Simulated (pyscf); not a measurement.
**Elimination: HO–SiH•–OH -> [O=SiH]• + H₂O**

Gas phase, doublet surface, charge 0. Bonds broken: O1–H3, Si2–O5. Bonds formed: H3–O5. Single points on ωB97X-D3(BJ)/def2-SVP structures (PySCF, gas phase). Correlated levels are frozen-core, on RHF or UHF. ΔMP2 is the change of the MP2 total energy from the triple- to the quadruple-zeta basis.

Transition state (Å):

```xyz
6

O      1.2405    -0.3313    -0.3521
Si    -0.1221     0.1666    -1.0159
H      0.7217     0.6084     0.6082
H     -1.3649    -0.6893    -0.9470
O     -0.2459     1.1754     0.6148
H     -0.0914     2.1302     0.5661
```

One imaginary mode, 1042i cm⁻¹; descent along it reached the two sides named, in the forms told below.

| bond | change | reactant side (Å) | saddle | product side |
|---|---|---|---|---|
| O1–H3 | breaks | 0.963 | 1.440 | 2.210 |
| Si2–O5 | breaks | 1.673 | 1.922 | 2.086 |
| H3–O5 | forms | 3.0 | 1.121 | 0.980 |

Electronic energies relative to the reactant's lowest minimum found (kcal/mol):

```
level                             barrier  reaction energy  reverse barrier
--------------------------------  -------  ---------------  ---------------
ωB97X-D3(BJ)/def2-TZVP               49.5            +62.8            -13.3
PBE/def2-TZVP                        41.7            +55.1            -13.4
r²SCAN/def2-TZVP                     46.5            +61.2            -14.7
B3LYP-D3(BJ)/def2-TZVP               47.5            +58.3            -10.8
PBE0-D3(BJ)/def2-TZVP                47.3            +62.2            -14.9
M06-2X/def2-TZVP                     50.5            +65.6            -15.1
ωB97M-D3(BJ)/def2-TZVP               47.9            +59.4            -11.5
HF/def2-TZVP                         64.2            +69.0             -4.8
MP2/def2-QZVPP                       48.8            +59.5            -10.7
CCSD/def2-TZVPP                      52.4            +60.8             -8.4
CCSD(T)/def2-TZVPP                   49.5            +58.2             -8.8
CCSD(T)/def2-TZVPP + ΔMP2(QZVPP)     49.7            +58.6             -8.9
```

With CCSD(T)/def2-TZVPP + ΔMP2(QZVPP) energies and thermal terms (ideal gas, 1 atm, RRHO with modes under 100 cm⁻¹ raised to 100, one conformer, R ln 2 for chiral ones without a mode under 150 cm⁻¹), in kcal/mol:

```
T (K)   ΔH‡   ΔG‡     ΔH     ΔG
-----  ----  ----  -----  -----
298    47.1  48.2  +56.4  +46.8
600    46.3  49.7  +55.8  +37.2
900    45.7  51.5  +54.7  +28.2
1200   45.3  53.5  +53.6  +19.5
```

On the product side the descent ends in an adduct with a O–Si contact, 17.2 kcal/mol under the separated species and 3.9 kcal/mol under the saddle at ωB97X-D3(BJ)/def2-TZVP. At ωB97X-D3(BJ), PBE, r²SCAN, B3LYP-D3(BJ), PBE0-D3(BJ), M06-2X, ωB97M-D3(BJ), HF, MP2, CCSD, CCSD(T), CCSD(T) the saddle lies under the separated products, which points to a path from their complex (located at ωB97X-D3(BJ) alone), and parting the products costs more than the saddle. What is counted as broken (O–Si) persists as a longer contact in the product adduct; parting that adduct is a step of its own. The same reactants have a lower exit, to •O–SiH₂–OH (barrier +39.7 kcal/mol at ωB97M-D3(BJ), against +47.9 kcal/mol here). This is the saddle that the search found; another between the same sides may lie lower. The CCSD(T) − MP2 part came from Ansatz, without density fitting, on the same reference.
